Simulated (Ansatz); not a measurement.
Compare A (`CC1=CN1`) with its isomer B (`C=C=CN`).

Isolated molecules relaxed with PBE0-D4/def2-TZVP in Ansatz; ΔE leaves out vibrations. CCSD(T)/CBS adds triple-zeta CCSD(T) − MP2 to the extrapolated MP2 energy (def2 sets, frozen cores). DFT in def2-TZVPP. One conformer a species, not always the lowest.

A:

```xyz
9

C    -0.7388    0.7836   -0.7163
C     0.0019   -0.1714    0.0976
C     0.3015   -1.2814    0.6412
N     1.0580   -0.0834    1.1570
H    -1.1473    1.5702   -0.0740
H    -0.0783    1.2692   -1.4411
H    -1.5542    0.2968   -1.2526
H     0.1864   -2.3176    0.8971
H     1.9709   -0.0660    0.6913
```

B:

```xyz
9

C    -0.863    1.600   -0.475
C    -0.068    0.626   -0.140
C     0.736   -0.333    0.239
N     0.369   -1.629    0.616
H    -1.086    1.826   -1.515
H    -1.339    2.233    0.272
H     1.795   -0.114    0.345
H     1.027   -2.332    0.316
H    -0.570   -1.877    0.342
```

Problem. Which is lower in electronic energy at CCSD(T)/CBS, and by how much? (Estimate.)

Solution. The calculation gave: B, by 146.5 kJ/mol.

Problem. Give E(B) − E(A) in kJ/mol with ωB97M-V, CCSD(T)/def2-TZVPP, LDA (SPW92), CCSD(T)/def2-SVP, B2PLYP, CCSD/def2-TZVPP, BLYP-D4. (Best estimate.)

Solution. Computed: ωB97M-V -149.6, CCSD(T)/def2-TZVPP -147.5, LDA (SPW92) -151.2, CCSD(T)/def2-SVP -147.1, B2PLYP -156.5, CCSD/def2-TZVPP -149.9, BLYP-D4 -165.5. None reverses the order clearly.

Problem. Does the order hold for the free energy at 298.15 K (harmonic terms from PBE0-D4)? (Best estimate.)

Solution. Computed: Yes: G(B) − G(A) = -143.8 kJ/mol, for one conformer each.

Largest T1 diagnostic: 0.012.

Leaving LDA and LC-ωPBE aside and taking each functional with its dispersion term where it has one, the values, not all of them listed here, spread over 24.2 kJ/mol, from BHLYP-D4 to ωB97X-V. In def2-TZVPP, CCSD(T) changes the Hartree–Fock value by +23.3 kJ/mol (the triples alone add +2.4 kJ/mol) and MP2 by +32.4 kJ/mol.
